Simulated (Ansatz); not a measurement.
Consider MgO in the rock salt structure (space group Fm-3m, No. 225).

```
CELL_PARAMETERS angstrom
      0.00000     2.12687     2.12687
      2.12687     0.00000     2.12687
      2.12687     2.12687     0.00000
ATOMIC_POSITIONS crystal
  Mg 0.00000 0.00000 0.00000
  O  0.50000 0.50000 0.50000
```

Level of theory: plane-wave PAW DFT at the PBE level (Ansatz, an electronic-structure program, 420 eV), no spin-orbit coupling.

| level | band gap | lattice parameter a |
|---|---|---|
| PBE | 4.46 eV | 4.254 Å |

Measured: band gap 8.36 eV (static lattice; corrected from measurement; as listed in Wei Chen et al., Physical Review Materials (2018)); lattice parameter a 4.189 Å (static lattice; corrected from measurement; as listed in Daniel Mejia-Rodriguez, S. B. Trickey, Phys. Rev. B (2018)).

Computed minus measured — band gap: PBE -3.90 eV; lattice parameter a: PBE +1.5 %. A measured gap can be an optical one, lowered by exciton binding.

Whether these cells are dynamically stable was not tested.
